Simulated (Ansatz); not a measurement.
AlH2O, SMILES [OH][AlH], a test of scalar relativity

Run with Ansatz 0.2.0, Python API.

Script `alh2o_x2c.py`:
```python
import warnings

import ansatz as az
import numpy as np

warnings.simplefilter('ignore', az.DeckWarning)

geometry_ang = [
    ('O', (0.0206, -0.7795, 0.8796)),
    ('Al', (0.3367, 0.8043, -0.057)),
    ('H', (0.3244, -1.4545, 0.2955)),
    ('H', (-0.6261, 1.3695, -1.1383)),
]
geometry = az.Crystal.molecule()
for symbol, xyz in geometry_ang:
    geometry = geometry.atom(symbol, xyz)

calculation = geometry.calculation().functional('pbe').spin('collinear', total=1).forces()
sets = {'none': 'cc-pVTZ', 'scalar': 'cc-pVTZ-DK'}
found = {kind: calculation.basis(gaussian=basis).pseudopotentials(relativity=kind).run(threads=1).report for kind, basis in sets.items()}
for kind, each in found.items():
    dipole = 4.803205 * np.linalg.norm(each['charge_distribution']['dipole_moment_e_ang'])
    print(f'{kind:7s} E = {each["free_energy_ev"]:.4f} eV  dipole {dipole:.3f} D  largest force component {np.abs(each["forces_ev_ang"]).max():.4f} eV/A')
print(f'relativity lowers the total energy by {found["none"]["free_energy_ev"] - found["scalar"]["free_energy_ev"]:.3f} eV')
```

```console
$ python alh2o_x2c.py
none    E = -8671.1516 eV  dipole 1.457 D  largest force component 2.9074 eV/A
scalar  E = -8684.5930 eV  dipole 1.459 D  largest force component 2.9036 eV/A
relativity lowers the total energy by 13.441 eV
```

The total moves by -13.4 eV, nearly all in the cores, and the dipole from 1.46 to 1.46 D.

What to keep in mind:
- These settings explore the input space; basis and method may be short of convergence.
- The geometry is a force-field or estimated start, not a minimum of this method. The basis set changes with the Hamiltonian (a set recontracted for scalar relativity), and most of the change in the total lies in the cores.
- The species is open-shell (spin multiplicity 2).
- Hardware and time: 2.5 s on 1 thread of Intel(R) Xeon(R) 6975P-C (Granite Rapids) (shared host), peak memory 0.21 GiB.
